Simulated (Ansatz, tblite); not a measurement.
Forces on P3 at its PBE0-D4/def2-TZVP geometry. Charge 0, multiplicity 2.

The xTB rows come from tblite. The structure comes from a short search, and lower isomers may exist.

GFN1-xTB (tblite), largest force 0.16 eV/Å:

```xyz
3
positions Å, forces eV/Å
P     0.450    0.535   -0.928    0.042    0.057   -0.104
P     0.739   -0.134    1.007   -0.146   -0.048   -0.012
P    -1.189   -0.401   -0.080    0.103   -0.009    0.116
```

GFN2-xTB (tblite), largest force 0.30 eV/Å:

```
P 0.108 0.135 -0.240
P -0.169 -0.086 0.061
P 0.061 -0.049 0.179
```

PBE-D4/def2-TZVP (Ansatz), largest force 0.59 eV/Å:

```
P 0.224 0.270 -0.470
P 0.306 -0.078 0.473
P -0.529 -0.191 -0.003
```
